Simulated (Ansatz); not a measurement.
# C₂HFO: one structure at several levels

An exercise on one series of results from a longer session: the logs are not shown, and one member is left open.

The runs use Ansatz 0.2.0, Gaussian basis; single points in def2-TZVPP.

Correlated methods freeze the cores.

**Where the work starts**

SMILES `O=C=CF`, 5 atoms, charge 0, spin multiplicity 1.

Atoms are counted from 1 here; the program's logs count them from 0.

Bond lengths: O1–C2 1.112 Å, C2–C3 1.596 Å, C3–F4 1.479 Å, C3–H5 0.984 Å. Angles: O1–C2–C3 155.5°, C2–C3–F4 100.8°, C2–C3–H5 124.4°, F4–C3–H5 131.1°.

Geometry (Å):

```mol
C2HFO
  3D, bonds by distance, orders not assigned

  5  4  0  0  0  0  0  0  0  0999 V2000
    0.6362   -1.2638    1.3657 O   0  0
    0.1584   -0.7423    0.5079 C   0  0
   -0.2188    0.5144   -0.4012 C   0  0
   -1.3509   -0.0366   -1.1779 F   0  0
    0.3852    1.2685   -0.5860 H   0  0
  1  2  8  0
  2  3  8  0
  3  4  8  0
  3  5  8  0
M  END
```

The first run:

File run/in.yaml:

```yaml
crystal:
  periodic: [false, false, false]
  atoms:
    - {symbol: O, position_ang: [0.636200, -1.263800, 1.365700]}
    - {symbol: C, position_ang: [0.158400, -0.742300, 0.507900]}
    - {symbol: C, position_ang: [-0.218800, 0.514400, -0.401200]}
    - {symbol: F, position_ang: [-1.350900, -0.036600, -1.177900]}
    - {symbol: H, position_ang: [0.385200, 1.268500, -0.586000]}
basis:
  gaussian: {orbitals: def2-TZVPP}
correlation: {method: ccsd_t}
output: {forces: true}
```

The command line of these runs was not kept.

Steps of the session up to this table: CCSD(T)/def2-TZVPP; PBE0-D4/def2-TZVPP; wB97M-V/def2-TZVPP; r2SCAN-D4/def2-TZVPP; PBE-D4/def2-TZVPP; SPW92/def2-TZVPP; revPBE-D4/def2-TZVPP.

One of the session's tables, all rows but one given; the rest of the session is left out.

```
   method  RMS force component (eV/Å)  angle to CCSD(T) forces (°)  dipole (D)
  CCSD(T)                       4.897                    reference        1.62
  PBE0-D4                       4.791                          5.8        1.62
  wB97M-V                       4.601                          5.8        1.69
r2SCAN-D4                       4.815                          2.7        1.57
   PBE-D4                       4.991                          2.0        1.51
    SPW92                           ?                            ?           ?
revPBE-D4                       5.016                          3.2        1.50
```

**Question.** Estimate the row for SPW92.

The run gave: RMS force component (eV/Å): 5.026; angle to CCSD(T) forces (°): 3.5; dipole (D): 1.54. In the column «RMS force component (eV/Å)» it is the highest.
